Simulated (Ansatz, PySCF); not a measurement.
This PySCF input computes a CCSD(T)/cc-pVDZ energy:

```python
from pyscf import gto, scf, mp, cc as ccmod

mol = gto.M(
    atom='''
    C    -0.01425270    0.12435824    1.95470681
    C    -0.00757315   -0.19118066    0.64278123
    C    -0.00245344   -0.56690684   -0.56877122
    C     0.01816492    0.29533709   -1.79293461
    H    -0.94020781    0.24704578    2.51109267
    H     0.90535390    0.22409239    2.52600983
    H     0.03014765    1.38655717   -1.59635947
    H     0.89256220    0.07548540   -2.42067109
    H    -0.85116970    0.09717232   -2.43476519
    ''',
    basis='cc-pvdz',
    charge=-1,
    spin=0,
    verbose=4,
)

mf = scf.RHF(mol)
mf.conv_tol = 1e-10
mf.max_cycle = 100
mf.kernel()
mp2 = mp.MP2(mf, frozen=4).run()
cc = ccmod.CCSD(mf, frozen=4)
cc.max_cycle = 100
cc.kernel()
et = cc.ccsd_t()
print(f'E(CCSD(T)) = {cc.e_tot + et:.9f}')
```

### Question
Write an input for the same energy in Ansatz (an electronic-structure program) and say what it gives.

### Answer

Ansatz 0.2 input:
```yaml
crystal:
  periodic: [false, false, false]
  atoms:
    - {symbol: C, position_ang: [-0.01425270, 0.12435824, 1.95470681]}
    - {symbol: C, position_ang: [-0.00757315, -0.19118066, 0.64278123]}
    - {symbol: C, position_ang: [-0.00245344, -0.56690684, -0.56877122]}
    - {symbol: C, position_ang: [0.01816492, 0.29533709, -1.79293461]}
    - {symbol: H, position_ang: [-0.94020781, 0.24704578, 2.51109267]}
    - {symbol: H, position_ang: [0.90535390, 0.22409239, 2.52600983]}
    - {symbol: H, position_ang: [0.03014765, 1.38655717, -1.59635947]}
    - {symbol: H, position_ang: [0.89256220, 0.07548540, -2.42067109]}
    - {symbol: H, position_ang: [-0.85116970, 0.09717232, -2.43476519]}
basis:
  gaussian:
    orbitals: cc-pVDZ
total_charge: -1
magnetization: {spin_polarized: false}
correlation: {method: ccsd_t, electrons: outside_noble_gas}
```
It gives -154.86814 Eh, and PySCF -154.86814 Eh, a difference of 0.00 mEh.

It need not be the lowest isomer of its formula. Whether it binds its extra electron was not tested at this geometry.
